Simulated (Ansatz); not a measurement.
Ansatz (an electronic-structure program) input (MP2/6-311+G**): The .json file is the Basis Set Exchange's 6-311+G**.

Ansatz 0.2 input:
```yaml
crystal:
  periodic: [false, false, false]
  atoms:
    - {symbol: C, position_ang: [0.00151063, -0.00003421, 0.15677747]}
    - {symbol: C, position_ang: [-0.00745373, 1.47973661, -0.01482608]}
    - {symbol: C, position_ang: [1.28493407, -0.73353222, -0.02776186]}
    - {symbol: C, position_ang: [-1.27792029, -0.74619443, -0.00307020]}
    - {symbol: H, position_ang: [-0.01913589, 1.76636606, -1.08038075]}
    - {symbol: H, position_ang: [-0.89153056, 1.93489643, 0.43835820]}
    - {symbol: H, position_ang: [0.88065011, 1.94365219, 0.42128423]}
    - {symbol: H, position_ang: [1.52338880, -0.87527278, -1.09582020]}
    - {symbol: H, position_ang: [2.12764463, -0.19187872, 0.40880281]}
    - {symbol: H, position_ang: [1.24913342, -1.73108127, 0.41693185]}
    - {symbol: H, position_ang: [-1.53549656, -0.89038572, -1.06634955]}
    - {symbol: H, position_ang: [-1.22370432, -1.74329874, 0.44075626]}
    - {symbol: H, position_ang: [-2.11737378, -0.21285195, 0.44970118]}
basis:
  gaussian:
    orbitals: 6-311+G__.json
magnetization: {spin_polarized: true, initial_magnetization: 1}
correlation: {method: mp2, electrons: outside_noble_gas}
```

Output:

```
WARN ansatz: RAYON_NUM_THREADS=1 ignored (pool sized by the plan → 1); use --threads N
Functional definition: HF
integrals: 0.15 GiB planned
1128 factors; integrals over basis functions are off by at most 1.3e-3 eV
mean field: 0.46 GiB planned
mean field evaluation 1: about -4259.8910 eV, gradient 2.7e1 eV
mean field evaluation 2: about -4259.8947 eV, gradient 2.7e1 eV
mean field evaluation 4: about -4264.3518 eV, gradient 3.0e0 eV
mean field evaluation 8: about -4264.4490 eV, gradient 1.6e-1 eV
mean field -4264.44951790 eV, -156.7156292353 hartree, gradient 2.3e-6 eV, S^2 0.764518; 0 other end points of the search recorded, 0 dependent functions left out
4 core orbitals not correlated
reference -4264.44951790 eV, -156.7156292353 hartree; 13, 12 occupied and 125, 126 virtual orbitals, 1128 factors
second order -16.01547709 eV of doubles, -0.00000000 eV of singles
Total energy: -4280.46499499 eV, -157.3041871626 hartree
```
